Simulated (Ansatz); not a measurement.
Molecule: cyclobutene, C₄H₆, net charge 0, singlet state. 
Coordinates optimised at B3LYP-D3(BJ)/def2-TZVP (Ansatz, an electronic-structure program):
```xyz
10

C     -0.0017    -0.6657     0.8139
C     -0.0072     0.6693     0.8108
C      0.0071    -0.7863    -0.6967
C      0.0006     0.7832    -0.7003
H     -0.0030    -1.4081     1.6015
H     -0.0146     1.4154     1.5951
H     -0.8760    -1.2487    -1.1428
H      0.8987    -1.2414    -1.1331
H      0.8885     1.2436    -1.1388
H     -0.8862     1.2362    -1.1485
```
Charge 0, spin multiplicity 1.

Parts of the frozen-core correlation energy in 6-31G (Ansatz, hartree). Frozen orbitals: 4; correlated occupied orbitals by spin: 11 and 11; virtual: 33 and 33. No spin-orbit coupling. No relativistic terms. The restricted reference is unstable.

```csv
term,value
reference (HF),-154.83236
MP2 opposite-spin,(withheld)
MP2 same-spin,-0.07844
CCSD correlation,(withheld)
(T),(withheld)
T1 diagnostic,0.008
largest doubles amplitude,0.144
```

### Question
What belongs in the gaps?

### Answer

- MP2 opposite-spin, value: -0.27576
- CCSD correlation, value: -0.39673
- (T), value: -0.01142
